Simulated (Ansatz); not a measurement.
# B–CH₂, quartet: reading a ladder of total energies

Geometry: that of the B–CH2, doublet, kept fixed. The doublet lies 2.4 eV lower here.

```xyz
4

B     0.0000    0.0000    0.8265
C     0.0000    0.0000   -0.5553
H     0.0000   -0.9252   -1.1237
H     0.0000    0.9252   -1.1237
```

Basis cc-pVTZ; Ansatz 0.2.0. Correlated methods freeze the noble-gas cores, which leaves 9 electrons in 86 orbitals. Prefix R: restricted or restricted open-shell reference; prefix U: unrestricted.

Full CI isn't at hand for all of this; UCCSDT(Q) serves as the reference, and is uncertain by about the last step of the cluster series.

Runs differ by some tens of microhartree through their thresholds and, for an open shell, their frozen cores, so steps under 0.03 kcal/mol mean nothing.

```json
{"level": "UHF", "total energy (hartree)": "-63.552599"}
{"level": "UMP2", "total energy (hartree)": "-63.739168"}
{"level": "UCCSD", "total energy (hartree)": "-63.763507"}
{"level": "UCCSD(T)", "total energy (hartree)": "-63.770616"}
{"level": "UCCSDT", "total energy (hartree)": "-63.771393"}
{"level": "UCCSDT(Q)", "total energy (hartree)": "-63.771644"}
```

What is the correlation energy at UCCSDT(Q), and what share of it do UMP2 and UCCSD(T) recover?

E(corr) = -63.771644 − (-63.552599) = -0.219045 hartree = -5.961 eV. UMP2: -0.186569 / -0.219045 = 85.17 %. UCCSD(T): -0.218017 / -0.219045 = 99.53 %.

By how many kcal/mol does UCCSD(T) miss UCCSDT(Q) (1 hartree = 627.509 kcal/mol), and which steps make up the rest?

-63.770616 − (-63.771644) = 0.001028 hartree = 0.65 kcal/mol. Steps: UCCSDT − UCCSD(T) = -0.49, UCCSDT(Q) − UCCSDT = -0.16 kcal/mol. That is within 1 kcal/mol of the reference in this basis, which itself misses far more of the correlation at the basis-set limit.
